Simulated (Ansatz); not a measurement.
# NH3 (triplet): wave-function methods side by side at distance H1–H2 along a hydrogen transfer = 1.046 Å, 6-31G

Aim: climb from Hartree-Fock through coupled cluster and multireference methods for NH3 (triplet) at one geometry and basis, and see what each rung misses.

Method: 6-31G, core rule «outside noble gas», up to 1 orbitals frozen; program: Ansatz 0.2.0, Gaussian basis.

The runs, in order: UHF; CCSD(T) on ROHF; CCSD(T) on UHF; BCCD(T) on ROHF; CISD; CCSDT(Q) on ROHF; CCSDT(Q) on UHF; CISDTQ; CCSDTQ on ROHF; CCSDTQ on UHF; CASSCF and MRCISD+Q, 4 electrons in 4 orbitals; CASSCF and NEVPT2, 4 electrons in 4 orbitals; CASSCF and MRCISD+Q, 8 electrons in 7 orbitals; CASSCF and NEVPT2, 8 electrons in 7 orbitals; Full CI.

6 further runs of the same task are left out: 6 that didn't finish.

## Step 1: The system

The geometry derives from fragments relaxed apart (PBE0/def2-TZVP) and kept rigid, so it is no stationary point. A hydrogen atom is moved between rigid fragments.

4 atoms, charge 0, spin multiplicity 3.

Atoms are counted from 1 here; the program's logs count them from 0.

Bond lengths: H2–N3 1.265 Å, N3–H4 1.040 Å. Angles: H2–N3–H4 105.0°.

## Step 2: UHF

in.yaml reads:

```yaml
crystal:
  periodic: [false, false, false]
  atoms:
    - {symbol: H, position_ang: [-2.115282, 0.059434, 0.000000]}
    - {symbol: H, position_ang: [-1.069282, 0.059434, 0.000000]}
    - {symbol: N, position_ang: [0.195718, 0.059434, 0.000000]}
    - {symbol: H, position_ang: [0.464799, -0.944792, 0.000000]}
basis:
  gaussian: {orbitals: 6-31G}
magnetization: {spin_polarized: true, initial_magnetization: 2}
hamiltonian: {xc: hf}
output: {orbitals: {seedname: orbitals}}
```

Command:

```sh
$ ansatz run in.yaml --threads 1 --pin off --events-out ev --progress --plain --max-ram 2393MiB
```

The runs that follow: CCSD(T) on ROHF; CCSD(T) on UHF; BCCD(T) on ROHF; CISD; CCSDT(Q) on ROHF; CCSDT(Q) on UHF; CISDTQ; CCSDTQ on ROHF; CCSDTQ on UHF; CASSCF and MRCISD+Q, 4 electrons in 4 orbitals; CASSCF and NEVPT2, 4 electrons in 4 orbitals; CASSCF and MRCISD+Q, 8 electrons in 7 orbitals; CASSCF and NEVPT2, 8 electrons in 7 orbitals; Full CI.

**Question.** What will the summary of the whole plan be? Wanted: FCI below the RHF energy; RMP2 from FCI; UMP2 from FCI; RCCSD from FCI; RCCSD(T) from FCI; UCCSD(T) from FCI; RCCSDT(Q) from FCI; UCCSDT(Q) from FCI; NEVPT2 pair from FCI.

The runs gave:

| quantity | value |
| --- | --- |
| FCI below the RHF energy | -3.4858 eV |
| RMP2 from FCI | +64.2 kJ/mol |
| UMP2 from FCI | +63.2 kJ/mol |
| RCCSD from FCI | +5.9 kJ/mol |
| RCCSD(T) from FCI | +1.5 kJ/mol |
| UCCSD(T) from FCI | +1.4 kJ/mol |
| RCCSDT(Q) from FCI | 0.0 kJ/mol |
| UCCSDT(Q) from FCI | 0.0 kJ/mol |
| NEVPT2 pair from FCI | +40.3 kJ/mol |
| MRCISD+Q pair from FCI | +1.8 kJ/mol |
| NEVPT2 valence from FCI | +30.8 kJ/mol |
| levels within 1 kcal/mol (43 meV) | RCCSD(T), UCCSD(T), BCCD(T), RCCSDT, UCCSDT, CISDTQ, RCCSDT(Q), UCCSDT(Q), RCCSDTQ, UCCSDTQ, MRCISD+Q pair, MRCISD+Q valence |
| T1 diagnostic | 0.040 |
| effectively unpaired electrons | 2.03 |

In words: RCCSD(T) misses by +1.5 kJ/mol, 0.4 % of the correlation energy. One determinant dominates. Of the multireference levels listed MRCISD+Q valence comes nearest in total energy (+1.3 kJ/mol), which doesn't show that its space is the better one. These misses are within one basis, not against nature; the frozen cores of restricted and unrestricted runs differ, which can shift their rows.
